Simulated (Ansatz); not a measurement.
Relaxed structures of CH3OSi (charge -1), singlet (PBE0-D4/def2-TZVPD; forces vanish, vibrations not checked; lower isomers may exist, and structures with a doubtful reference or unclear bonds are left out; Å). Computed with Ansatz 0.2.0 (basis: def2-TZVPPD); correlated methods freeze the cores.

Task: Rank them by CCSD(T) energy, lowest first, and give each one's height above the lowest. Links in brackets join atoms within 1.22 times the sum of their covalent radii (1.1 for two metals). (To be estimated.)
A.
CH₃OSi ([CH2][SiH][O]), total charge -1
```
6
angstrom
C -0.6998 0.2392 -0.5822
Si 0.5742 -0.3135 0.4479
O 1.2400 -1.6901 0.7099
H -1.2754 -0.3766 -1.2673
H -0.9645 1.2946 -0.5574
H 1.1255 0.8463 1.2490
```
B.
CH₃OSi ([CH2][Si][OH]), total charge -1
```
6
angstrom
C -0.6114 0.1946 -0.5017
Si 0.6701 -0.1827 0.6232
O 0.9218 -1.8915 0.4598
H -1.1291 -0.5100 -1.1574
H -0.9584 1.2254 -0.5883
H 1.6218 -2.1390 1.0641
```
C.
CH₃OSi ([O][CH][SiH2]), total charge -1
```
6
angstrom
C 0.5776 -0.3121 0.4109
Si -0.3727 0.3779 -1.0829
O 0.8985 -1.4573 0.7104
H -1.4788 -0.6585 -1.2501
H -1.1359 1.4426 -0.2969
H 1.0279 0.5177 1.0419
```

Result: The calculation gives: A (0.00 kcal/mol), B (10.43 kcal/mol), C (33.10 kcal/mol). Heights count from the lowest.

T1 diagnostic: at most 0.022.

For scale, one of the runs: CCSD(T)/def2-TZVPPD, 176 basis functions, launched by `ansatz run in.yaml --threads 2 --pin off --events-out ev --progress --plain --max-ram 4352MiB`. The run took 27 s on 2 CPU threads of an Arm Neoverse V2 (shared host), with 1.6 GiB of host memory at its peak.
